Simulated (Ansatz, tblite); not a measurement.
**BiI3: rung by rung**

Aim: run the singlet of BiI3 at one geometry on many levels, and compare frontier levels, spin and run time.

The runs use Ansatz 0.2.0, Gaussian basis; as each input shows.

The runs, in order: GFN1-xTB, GFN2-xTB, PBE-D4/def2-TZVP, r2SCAN-D4/def2-TZVP, BLYP-D4/def2-TZVP, B3LYP-D4/def2-TZVP, CAM-B3LYP-D4/def2-TZVP, LDA/def2-TZVP, BHLYP-D4/def2-TZVP, LC-ωPBE/def2-TZVP, HSE06-D4/def2-TZVP, PBE-D4/def2-SVP, PBE0-D4/def2-SVP, CCSD(T)/def2-SVP, MP2/def2-TZVP, RPA/def2-TZVP.

## (1) The structure

The geometry is that of the singlet, from an earlier relaxation (PBE-D4/def2-SVP).

4 atoms, charge 0, spin multiplicity 1.

Bond lengths: Bi1–I2 2.846 Å, Bi1–I3 2.846 Å, Bi1–I4 2.846 Å. Angles: I2–Bi1–I3 101.1°, I2–Bi1–I4 101.1°, I3–Bi1–I4 101.1°.

As a file:

```mol
BiI3
  3D, bonds by distance, orders not assigned

  4  3  0  0  0  0  0  0  0  0999 V2000
   -0.0043    0.0048    0.9657 Bi  0  0
    2.5395   -0.0311   -0.3105 I   0  0
   -1.2420    2.2112   -0.3383 I   0  0
   -1.2932   -2.1848   -0.3169 I   0  0
  1  2  8  0
  1  3  8  0
  1  4  8  0
M  END
```

Bi, I take a core potential in the def2 sets. No spin-orbit coupling is included.

PBE0-D4/def2-TZVP was run before; its log isn't repeated, and its numbers join the tables.

## (2) GFN1-xTB

Tight binding, by tblite at 300 K electronic temperature and without a spin-polarisation term:

```python
tblite.interface.Calculator('GFN1-xTB', numbers, positions, charge=0, uhf=0).singlepoint()
```

Energy -385.7993 eV, HOMO -9.90 eV, LUMO -6.02 eV; 0.004 s.

## (3) GFN2-xTB

Tight binding, by tblite at 300 K electronic temperature and without a spin-polarisation term:

```python
tblite.interface.Calculator('GFN2-xTB', numbers, positions, charge=0, uhf=0).singlepoint()
```

Energy -380.5367 eV, HOMO -11.70 eV, LUMO -7.60 eV; 0.003 s.

## (4) PBE-D4/def2-TZVP

start.molden holds the orbitals of an earlier run on this state, given as this run's starting guess.

Input file in.yaml:

```yaml
crystal:
  periodic: [false, false, false]
  atoms:
    - {symbol: Bi, position_ang: [-0.004276, 0.004756, 0.965749]}
    - {symbol: I, position_ang: [2.539474, -0.031112, -0.310541]}
    - {symbol: I, position_ang: [-1.241967, 2.211200, -0.338322]}
    - {symbol: I, position_ang: [-1.293222, -2.184844, -0.316886]}
basis:
  gaussian: {orbitals: def2-TZVP, initial_orbitals: start.molden}
hamiltonian: {xc: pbe, dispersion: d4}
scf: {omitted_lower_state_checks: [starts]}
output: {orbitals: {seedname: orbitals}}
```

Run with:

```
$ ansatz run in.yaml --threads 4 --pin off --events-out ev --progress --plain --max-ram 3916MiB
```

The runs that follow: r2SCAN-D4/def2-TZVP; BLYP-D4/def2-TZVP; B3LYP-D4/def2-TZVP; CAM-B3LYP-D4/def2-TZVP; LDA/def2-TZVP; BHLYP-D4/def2-TZVP; LC-ωPBE/def2-TZVP; HSE06-D4/def2-TZVP; PBE-D4/def2-SVP; PBE0-D4/def2-SVP; CCSD(T)/def2-SVP; MP2/def2-TZVP; RPA/def2-TZVP.

**Question.** What will the summary of the whole plan be? Wanted: gap in def2-TZVP, named functionals, smallest and largest; correlation energy, CCSD(T)/def2-SVP; correlation energy, MP2/def2-TZVP; binding an atom, CCSD(T)/def2-SVP; PBE0 total energy, smallest basis above largest.

The runs gave:

| quantity | value |
| --- | --- |
| gap in def2-TZVP, named functionals, smallest and largest | 2.59 eV (BLYP-D4), 8.45 eV (LC-ωPBE) |
| correlation energy, CCSD(T)/def2-SVP | -13.60 eV |
| correlation energy, MP2/def2-TZVP | -52.08 eV |
| binding an atom, CCSD(T)/def2-SVP | 1.362 eV |
| PBE0 total energy, smallest basis above largest | 1.07 eV (def2-SVP, def2-TZVP) |

What this shows: Orbital gaps of the named functionals in def2-TZVP span 2.59 eV (BLYP-D4) to 8.45 eV (LC-ωPBE); exact exchange widens it. The functionals in def2-TZVP miss CCSD(T)/def2-SVP by +0.141 (LC-ωPBE) to +0.916 eV (LDA) an atom. The yardstick is in a double-zeta basis, so levels in larger sets aren't compared like for like. CCSD(T)/def2-SVP isn't at the basis-set limit; small misses against it rank nothing.
